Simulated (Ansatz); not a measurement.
Job for Ansatz (a program for electronic structure): R-BLYP/def2-TZVPP on ethanol (SMILES CCO).

Ansatz 0.2 input:
```yaml
crystal:
  periodic: [false, false, false]
  atoms:
    - {symbol: C, position_ang: [-0.91908628, -0.04210063, -0.00886655]}
    - {symbol: C, position_ang: [0.56326712, -0.36837741, 0.05834217]}
    - {symbol: O, position_ang: [1.36499952, 0.76710491, 0.37176648]}
    - {symbol: H, position_ang: [-1.50500677, -0.94394220, -0.20175622]}
    - {symbol: H, position_ang: [-1.25795851, 0.39793660, 0.93018884]}
    - {symbol: H, position_ang: [-1.12798300, 0.66749916, -0.81439684]}
    - {symbol: H, position_ang: [0.89492260, -0.82647455, -0.88209356]}
    - {symbol: H, position_ang: [0.75876965, -1.08617638, 0.85617948]}
    - {symbol: H, position_ang: [1.22807566, 1.43453051, -0.30936379]}
basis:
  gaussian:
    orbitals: def2-TZVPP
hamiltonian:
  xc: {name: BLYP}
scf: {lower_state_search: off}
```

The log:

```
WARN ansatz: RAYON_NUM_THREADS=1 ignored (pool sized by the plan → 1); use --threads N
Functional definition: BLYP
these checks for a lower state are left out or cut short: stability, starts, cluster_reference, orbital_swaps, neighbouring_geometries, increment
integrals: 0.06 GiB planned
865 factors; their error is unknown
mean field: 0.59 GiB planned
mean field evaluation 1: about -4206.6995 eV, gradient 7.6e1 eV
mean field evaluation 2: about -4178.4835 eV, gradient 1.3e2 eV
mean field evaluation 4: about -4218.6406 eV, gradient 1.3e1 eV
mean field evaluation 8: about -4218.9542 eV, gradient 1.9e-1 eV
mean field evaluation 16: about -4218.9279 eV, gradient 7.7e-5 eV
mean field -4218.92791311 eV, -155.0427411148 hartree, gradient 5.9e-6 eV, S^2 0.000000; 0 other end points of the search recorded, 0 dependent functions left out
reference -4218.92823702 eV, -155.0427530184 hartree; 13, 13 occupied and 164, 164 virtual orbitals, 865 factors
Total energy: -4218.92823702 eV, -155.0427530184 hartree
Checks for a lower state left out: stability, starts, cluster_reference, orbital_swaps, neighbouring_geometries, increment
```

The run converged.

Cost: about 1.7 core-seconds (a rough figure).
